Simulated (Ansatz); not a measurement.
Coupled-cluster diagnostics for AlH2(NH2) (AlNH4), Ansatz.

Geometry of the singlet (r2SCAN-D4/def2-TZVP):

Cartesian coordinates in Å:
```
Al 0.080 0.585 0.584
H 0.936 0.232 1.868
H -0.643 1.972 0.345
N -0.088 -0.658 -0.661
H -0.608 -0.552 -1.518
H 0.323 -1.578 -0.618
```

Correlated methods freeze 6 core orbitals.

Task: Estimate the CCSD(T) correlation energy, the shares of MP2 and (T), T1 and the reference's ⟨S²⟩ for: charge 0, singlet, own geometry in def2-TZVPP; charge 1, doublet, vertical in def2-TZVPP; and the rough time on 4 threads of Arm Neoverse V2 on a shared host.

Result: 
| state | basis | correlation (eV) | MP2 share (%) | (T) share (%) | T1 | ⟨S²⟩ (pure) | wall time |
| --- | --- | --- | --- | --- | --- | --- | --- |
| charge 0, singlet, own geometry | def2-TZVPP | -9.277 | 89.8 | 3.1 | 0.011 | 0.00 (0.00) | 2.2 s |
| charge 1, doublet, vertical | def2-TZVPP | -7.743 | 86.0 | 2.3 | 0.008 | 0.76 (0.75) | 7 s |
Customary marks for T1 are 0.02 (closed shells), 0.045 (open shells) and about 0.05 (3d metals). T1 stays under 0.02 throughout.
